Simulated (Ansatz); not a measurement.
Ansatz (a quantum-chemistry and plane-wave program) input (B3LYP-D3(BJ)/def2-TZVP):

Ansatz 0.2 input:
```yaml
crystal:
  periodic: [false, false, false]
  atoms:
    - {symbol: C, position_ang: [-0.00973717, 0.14109779, -1.26067338]}
    - {symbol: Si, position_ang: [0.00458397, -0.06712142, 0.56953855]}
    - {symbol: H, position_ang: [-0.92502358, 0.27576638, -1.82585964]}
    - {symbol: H, position_ang: [0.89715728, 0.17658197, -1.85330504]}
    - {symbol: H, position_ang: [-0.01250272, 1.24978383, 1.26161923]}
    - {symbol: H, position_ang: [-1.19315147, -0.82096845, 1.01280927]}
    - {symbol: H, position_ang: [1.22776798, -0.78805063, 0.99523664]}
basis:
  gaussian:
    orbitals: def2-TZVP
hamiltonian:
  xc: b3lyp
  dispersion: d3bj
magnetization: {spin_polarized: true, initial_magnetization: 1}
phonons: {temperatures: {t_min: 298.15, t_max: 298.15, t_step: 100}}
```

Output:

```
Functional definition: B3LYP
integrals: 0.02 GiB planned
661 factors; their error is unknown
mean field: 0.30 GiB planned
mean field evaluation 1: about -8991.7716 eV, gradient 2.8e1 eV
mean field evaluation 2: about -8989.7574 eV, gradient 3.2e1 eV
mean field evaluation 4: about -8995.7599 eV, gradient 6.4e-1 eV
mean field evaluation 8: about -8995.7839 eV, gradient 1.6e-1 eV
mean field -8995.78401404 eV, -330.5889649544 hartree, gradient 8.6e-5 eV, S^2 0.753786; 0 other end points of the search recorded, 0 dependent functions left out
the calculation of the forces begins
reference -8995.78424865 eV, -330.5889735765 hartree; 13, 12 occupied and 85, 86 virtual orbitals, 661 factors
these checks for a lower state are left out or cut short: stability, starts, cluster_reference, orbital_swaps, neighbouring_geometries, increment
integrals: 0.02 GiB planned
661 factors; their error is unknown
mean field: 0.30 GiB planned
mean field evaluation 16: about -8995.7626 eV, gradient 1.9e-1 eV
mean field -8995.78384920 eV, -330.5889588966 hartree, gradient 1.8e-6 eV, S^2 0.753786; 0 other end points of the search recorded, 0 dependent functions left out
the calculation of the forces begins
reference -8995.78408382 eV, -330.5889675188 hartree; 13, 12 occupied and 85, 86 virtual orbitals, 661 factors
these checks for a lower state are left out or cut short: stability, starts, cluster_reference, orbital_swaps, neighbouring_geometries, increment
integrals: 0.02 GiB planned
661 factors; their error is unknown
mean field: 0.30 GiB planned
mean field -8995.78385025 eV, -330.5889589354 hartree, gradient 1.8e-6 eV, S^2 0.753786; 0 other end points of the search recorded, 0 dependent functions left out
the calculation of the forces begins
reference -8995.78408487 eV, -330.5889675574 hartree; 13, 12 occupied and 85, 86 virtual orbitals, 661 factors
these checks for a lower state are left out or cut short: stability, starts, cluster_reference, orbital_swaps, neighbouring_geometries, increment
integrals: 0.02 GiB planned
661 factors; their error is unknown
mean field: 0.30 GiB planned
mean field evaluation 32: about -8995.7840 eV, gradient 2.3e-6 eV
mean field -8995.78399913 eV, -330.5889644068 hartree, gradient 2.3e-6 eV, S^2 0.753787; 0 other end points of the search recorded, 0 dependent functions left out
the calculation of the forces begins
reference -8995.78423375 eV, -330.5889730287 hartree; 13, 12 occupied and 85, 86 virtual orbitals, 661 factors
these checks for a lower state are left out or cut short: stability, starts, cluster_reference, orbital_swaps, neighbouring_geometries, increment
integrals: 0.02 GiB planned
661 factors; their error is unknown
mean field: 0.30 GiB planned
mean field -8995.78399304 eV, -330.5889641827 hartree, gradient 2.8e-6 eV, S^2 0.753786; 0 other end points of the search recorded, 0 dependent functions left out
the calculation of the forces begins
reference -8995.78422766 eV, -330.5889728049 hartree; 13, 12 occupied and 85, 86 virtual orbitals, 661 factors
these checks for a lower state are left out or cut short: stability, starts, cluster_reference, orbital_swaps, neighbouring_geometries, increment
integrals: 0.02 GiB planned
661 factors; their error is unknown
mean field: 0.30 GiB planned
mean field -8995.78384906 eV, -330.5889588917 hartree, gradient 1.5e-6 eV, S^2 0.753790; 0 other end points of the search recorded, 0 dependent functions left out
the calculation of the forces begins
reference -8995.78408362 eV, -330.5889675116 hartree; 13, 12 occupied and 85, 86 virtual orbitals, 661 factors
these checks for a lower state are left out or cut short: stability, starts, cluster_reference, orbital_swaps, neighbouring_geometries, increment
integrals: 0.02 GiB planned
[...]
the calculation of the forces begins
reference -8995.78419567 eV, -330.5889716292 hartree; 13, 12 occupied and 85, 86 virtual orbitals, 661 factors
these checks for a lower state are left out or cut short: stability, starts, cluster_reference, orbital_swaps, neighbouring_geometries, increment
integrals: 0.02 GiB planned
661 factors; their error is unknown
mean field: 0.30 GiB planned
mean field -8995.78401300 eV, -330.5889649163 hartree, gradient 1.7e-6 eV, S^2 0.753788; 0 other end points of the search recorded, 0 dependent functions left out
the calculation of the forces begins
reference -8995.78424760 eV, -330.5889735378 hartree; 13, 12 occupied and 85, 86 virtual orbitals, 661 factors
these checks for a lower state are left out or cut short: stability, starts, cluster_reference, orbital_swaps, neighbouring_geometries, increment
integrals: 0.02 GiB planned
661 factors; their error is unknown
mean field: 0.30 GiB planned
mean field evaluation 192: about -8995.7840 eV, gradient 7.5e-6 eV
mean field -8995.78398213 eV, -330.5889637818 hartree, gradient 1.2e-6 eV, S^2 0.753785; 0 other end points of the search recorded, 0 dependent functions left out
the calculation of the forces begins
reference -8995.78421676 eV, -330.5889724043 hartree; 13, 12 occupied and 85, 86 virtual orbitals, 661 factors
these checks for a lower state are left out or cut short: stability, starts, cluster_reference, orbital_swaps, neighbouring_geometries, increment
integrals: 0.02 GiB planned
661 factors; their error is unknown
mean field: 0.30 GiB planned
mean field -8995.78396795 eV, -330.5889632608 hartree, gradient 1.2e-6 eV, S^2 0.753786; 0 other end points of the search recorded, 0 dependent functions left out
the calculation of the forces begins
reference -8995.78420255 eV, -330.5889718821 hartree; 13, 12 occupied and 85, 86 virtual orbitals, 661 factors
these checks for a lower state are left out or cut short: stability, starts, cluster_reference, orbital_swaps, neighbouring_geometries, increment
integrals: 0.02 GiB planned
661 factors; their error is unknown
mean field: 0.30 GiB planned
mean field -8995.78398355 eV, -330.5889638341 hartree, gradient 9.8e-7 eV, S^2 0.753787; 0 other end points of the search recorded, 0 dependent functions left out
the calculation of the forces begins
reference -8995.78421819 eV, -330.5889724569 hartree; 13, 12 occupied and 85, 86 virtual orbitals, 661 factors
these checks for a lower state are left out or cut short: stability, starts, cluster_reference, orbital_swaps, neighbouring_geometries, increment
integrals: 0.02 GiB planned
661 factors; their error is unknown
mean field: 0.30 GiB planned
mean field -8995.78398928 eV, -330.5889640447 hartree, gradient 9.4e-7 eV, S^2 0.753787; 0 other end points of the search recorded, 0 dependent functions left out
the calculation of the forces begins
reference -8995.78422388 eV, -330.5889726659 hartree; 13, 12 occupied and 85, 86 virtual orbitals, 661 factors
these checks for a lower state are left out or cut short: stability, starts, cluster_reference, orbital_swaps, neighbouring_geometries, increment
integrals: 0.02 GiB planned
661 factors; their error is unknown
mean field: 0.30 GiB planned
mean field -8995.78400097 eV, -330.5889644744 hartree, gradient 1.1e-6 eV, S^2 0.753786; 0 other end points of the search recorded, 0 dependent functions left out
the calculation of the forces begins
reference -8995.78423562 eV, -330.5889730973 hartree; 13, 12 occupied and 85, 86 virtual orbitals, 661 factors
these checks for a lower state are left out or cut short: stability, starts, cluster_reference, orbital_swaps, neighbouring_geometries, increment
integrals: 0.02 GiB planned
661 factors; their error is unknown
mean field: 0.30 GiB planned
mean field evaluation 224: about -8995.7840 eV, gradient 1.4e-6 eV
mean field -8995.78401678 eV, -330.5889650553 hartree, gradient 1.4e-6 eV, S^2 0.753787; 0 other end points of the search recorded, 0 dependent functions left out
the calculation of the forces begins
reference -8995.78425140 eV, -330.5889736774 hartree; 13, 12 occupied and 85, 86 virtual orbitals, 661 factors
these checks for a lower state are left out or cut short: stability, starts, cluster_reference, orbital_swaps, neighbouring_geometries, increment
integrals: 0.02 GiB planned
661 factors; their error is unknown
mean field: 0.30 GiB planned
mean field -8995.78398939 eV, -330.5889640486 hartree, gradient 1.1e-6 eV, S^2 0.753786; 0 other end points of the search recorded, 0 dependent functions left out
the calculation of the forces begins
reference -8995.78422400 eV, -330.5889726706 hartree; 13, 12 occupied and 85, 86 virtual orbitals, 661 factors
these checks for a lower state are left out or cut short: stability, starts, cluster_reference, orbital_swaps, neighbouring_geometries, increment
integrals: 0.02 GiB planned
661 factors; their error is unknown
mean field: 0.30 GiB planned
mean field -8995.78398252 eV, -330.5889637961 hartree, gradient 8.6e-7 eV, S^2 0.753787; 0 other end points of the search recorded, 0 dependent functions left out
the calculation of the forces begins
reference -8995.78421715 eV, -330.5889724188 hartree; 13, 12 occupied and 85, 86 virtual orbitals, 661 factors
these checks for a lower state are left out or cut short: stability, starts, cluster_reference, orbital_swaps, neighbouring_geometries, increment
integrals: 0.02 GiB planned
661 factors; their error is unknown
mean field: 0.30 GiB planned
mean field -8995.78396579 eV, -330.5889631813 hartree, gradient 1.1e-6 eV, S^2 0.753786; 0 other end points of the search recorded, 0 dependent functions left out
the calculation of the forces begins
reference -8995.78420039 eV, -330.5889718027 hartree; 13, 12 occupied and 85, 86 virtual orbitals, 661 factors
these checks for a lower state are left out or cut short: stability, starts, cluster_reference, orbital_swaps, neighbouring_geometries, increment
integrals: 0.02 GiB planned
661 factors; their error is unknown
mean field: 0.30 GiB planned
mean field -8995.78398997 eV, -330.5889640699 hartree, gradient 9.2e-7 eV, S^2 0.753787; 0 other end points of the search recorded, 0 dependent functions left out
the calculation of the forces begins
reference -8995.78422457 eV, -330.5889726915 hartree; 13, 12 occupied and 85, 86 virtual orbitals, 661 factors
these checks for a lower state are left out or cut short: stability, starts, cluster_reference, orbital_swaps, neighbouring_geometries, increment
integrals: 0.02 GiB planned
661 factors; their error is unknown
mean field: 0.30 GiB planned
mean field -8995.78400229 eV, -330.5889645229 hartree, gradient 1.1e-6 eV, S^2 0.753786; 0 other end points of the search recorded, 0 dependent functions left out
the calculation of the forces begins
reference -8995.78423692 eV, -330.5889731453 hartree; 13, 12 occupied and 85, 86 virtual orbitals, 661 factors
these checks for a lower state are left out or cut short: stability, starts, cluster_reference, orbital_swaps, neighbouring_geometries, increment
integrals: 0.02 GiB planned
661 factors; their error is unknown
mean field: 0.30 GiB planned
mean field evaluation 256: about -8995.7628 eV, gradient 1.5e-1 eV
mean field -8995.78401723 eV, -330.5889650716 hartree, gradient 1.4e-6 eV, S^2 0.753787; 0 other end points of the search recorded, 0 dependent functions left out
the calculation of the forces begins
reference -8995.78425183 eV, -330.5889736933 hartree; 13, 12 occupied and 85, 86 virtual orbitals, 661 factors
these checks for a lower state are left out or cut short: stability, starts, cluster_reference, orbital_swaps, neighbouring_geometries, increment
integrals: 0.02 GiB planned
661 factors; their error is unknown
mean field: 0.30 GiB planned
mean field -8995.78398945 eV, -330.5889640509 hartree, gradient 1.2e-6 eV, S^2 0.753786; 0 other end points of the search recorded, 0 dependent functions left out
the calculation of the forces begins
reference -8995.78422408 eV, -330.5889726733 hartree; 13, 12 occupied and 85, 86 virtual orbitals, 661 factors
Total energy: -8995.96023759 eV, -330.5954410507 hartree
Atom 0 at    -0.009737     0.141098    -1.260673 Å, force    -0.000134    -0.000044     0.000218 eV/Å
Atom 1 at     0.004584    -0.067121     0.569539 Å, force    -0.000248    -0.001248    -0.000295 eV/Å
Atom 2 at    -0.925024     0.275766    -1.825860 Å, force    -0.000184    -0.000138    -0.000090 eV/Å
Atom 3 at     0.897157     0.176582    -1.853305 Å, force     0.000267     0.000416     0.000005 eV/Å
Atom 4 at    -0.012503     1.249784     1.261619 Å, force     0.000215     0.000579     0.000048 eV/Å
Atom 5 at    -1.193151    -0.820968     1.012809 Å, force     0.000001     0.000341     0.000001 eV/Å
Atom 6 at     1.227768    -0.788051     0.995237 Å, force     0.000082     0.000094     0.000113 eV/Å
Dipole moment:    -0.000834     0.022650    -0.137104 e Å
Vibrations: 38.64 524.13 528.50 670.70 751.70 841.24 947.06 949.17 958.31 1404.53 2188.00 2222.50 2228.02 3129.48 3217.93 cm⁻¹, zero-point energy 1.277033 eV
```

It need not be the lowest isomer of its formula.
